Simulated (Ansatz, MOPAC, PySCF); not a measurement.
System: HO, net charge -1, singlet state. SMILES: [OH-]
Geometry from a B3LYP-D3(BJ)/def2-TZVP (Ansatz, a program for electronic structure) optimisation:
```xyz
2

O      0.0000     0.0000    -0.1078
H      0.0000     0.0000     0.8624
```
Charge -1, spin multiplicity 1.

Unscaled harmonic wavenumbers (cm⁻¹) in rising order, each level at the stationary point that it reaches from this structure (no distance between atoms moves by over 0.3 Å); the order of modes can differ between levels, and a negative number is imaginary. B3LYP-D3(BJ)/def2-TZVP (PySCF, at the structure above): 3637.

PM7 (MOPAC): 2790. Zero-point energy 4.0 against 5.2 kcal/mol; where all levels lie over 400 cm⁻¹, the wavenumbers are on average 0.767 times those of B3LYP-D3(BJ)/def2-TZVP.

HF/3-21G (Ansatz): 2923. Zero-point energy 4.2 against 5.2 kcal/mol; where all levels lie over 400 cm⁻¹, the wavenumbers are on average 0.804 times those of B3LYP-D3(BJ)/def2-TZVP.

HF/6-31G* (Ansatz): 3739. Zero-point energy 5.3 against 5.2 kcal/mol; where all levels lie over 400 cm⁻¹, the wavenumbers are on average 1.028 times those of B3LYP-D3(BJ)/def2-TZVP.
